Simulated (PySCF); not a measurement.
Molecule: Ethenylcyclopropane (SMILES C1(C=C)CC1).

Structure with atom numbers: `[CH2:1]=[CH:2][CH:3]1[CH2:4][CH2:5]1` (H(Xn): hydrogen on atom n). Ha(C4), Ha(C5) are cis to C2 on the ring; Ha(C1) is cis to C3; Hb(C4), Hb(C5) are trans to C2 on the ring; Hb(C1) is trans to C3.

Spin–spin couplings on one PBE0-D3(BJ)/def2-SVP geometry, PySCF 2.14, gas phase, non-relativistic, equivalent pairs averaged (without the spin–dipole term); isotopes ¹H; functional B3LYP.

Reference values (Hz): ³J(H(C2),Hb(C1)) = 10.4 (measured; solution (compiled); Pretsch, Buehlmann, Badertscher, Structure Determination of Organic Compounds, 4th ed., Springer 2009); ³J(H(C2),Ha(C1)) = 17.1 (measured; solution (compiled); Pretsch, Buehlmann, Badertscher, Structure Determination of Organic Compounds, 4th ed., Springer 2009); ²J(Ha(C1),Hb(C1)) = 1.8 (measured; solution (compiled); Pretsch, Buehlmann, Badertscher, Structure Determination of Organic Compounds, 4th ed., Springer 2009); ³J(H(C3),Hb(C4)) = 8.2 (measured; solution (compiled); Pretsch, Buehlmann, Badertscher, Structure Determination of Organic Compounds, 4th ed., Springer 2009); ³J(H(C3),Ha(C4)) = 4.9 (measured; solution (compiled); Pretsch, Buehlmann, Badertscher, Structure Determination of Organic Compounds, 4th ed., Springer 2009); ²J(Hb(C4),Ha(C4)) = -4.5 (measured; solution (compiled); Pretsch, Buehlmann, Badertscher, Structure Determination of Organic Compounds, 4th ed., Springer 2009).

How do the couplings (Hz) change with the basis set? Times are CPU seconds on 1 thread of an x86-64 server CPU, shared host. Far from the basis limit: 6-31G*, pcJ-0, 6-31G-J, def2-TZVP, cc-pVTZ.

Results:


```
basis set  functions  ³J(H(C2),Hb(C1))  ³J(H(C2),Ha(C1))  ²J(Ha(C1),Hb(C1))  ³J(H(C3),Hb(C4))  ³J(H(C3),Ha(C4))  ²J(Hb(C4),Ha(C4))  mean abs. error  core-s
   6-31G*         86              10.0              15.3               -0.3               8.1               4.0               -7.0              1.2     6.4
    pcJ-0         89              10.6              16.9                0.7               8.5               5.2               -5.7              0.5     6.7
  6-31G-J         92              12.4              18.1               -0.6               9.9               5.1               -8.0              1.6     8.8
def2-TZVP        203               9.1              15.1                2.7               7.8               4.8               -3.7              0.9      28
    pcJ-1        215              11.5              18.2                1.9               9.5               6.2               -4.9              0.9      26
  cc-pVTZ        262               9.2              14.7                2.5               7.8               4.9               -3.8              0.9      36
```

Errors compare magnitudes, without vibrational corrections, and the largest couplings weigh most in the mean. Closest: pcJ-0; furthest: 6-31G-J.

The Fermi-contact term samples the wavefunction at the nucleus, which is why sets with added tight s functions (names with J) are made for couplings. Agreement of an ordinary basis with the reference is then largely a cancellation of errors.
